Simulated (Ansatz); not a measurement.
Bulk modulus B0 of bcc K: levels of theory against measurement

Reference value: 3.8 GPa (measured, corrected for temperature and zero-point phonon effects; as tabulated in Levämäki et al. (2014), arXiv:1402.3671).

**Question.** Which of these levels comes closest to the reference?
A) HSE06 (Ansatz (a quantum-chemistry and plane-wave program))
B) PBE-D3(BJ) (Ansatz)
C) LDA (Ansatz)
D) PBE (Ansatz)

**Answer.** D, PBE (Ansatz)

```csv
level (code),value (GPa),cell (Å³/atom),error (%)
LDA (Ansatz),4.5,64.15,+18.4
PBE (Ansatz),3.6,73.75,-5.3
PBE-D3(BJ) (Ansatz),4.2,68.81,+10.5
HSE06 (Ansatz),3.5,75.75,-7.9
```

Of these levels PBE (-5.3 %) comes nearest. Farthest off: LDA (+18.4 %). No level tried lands within 5 %.

Each level is taken at its own relaxed cell. Cutoffs and k meshes differ between the levels. Ansatz's density-functional and Hartree–Fock values are scalar-relativistic unless marked +SOC, with PAW data made under PBE.

Differences are worked out from the printed values.
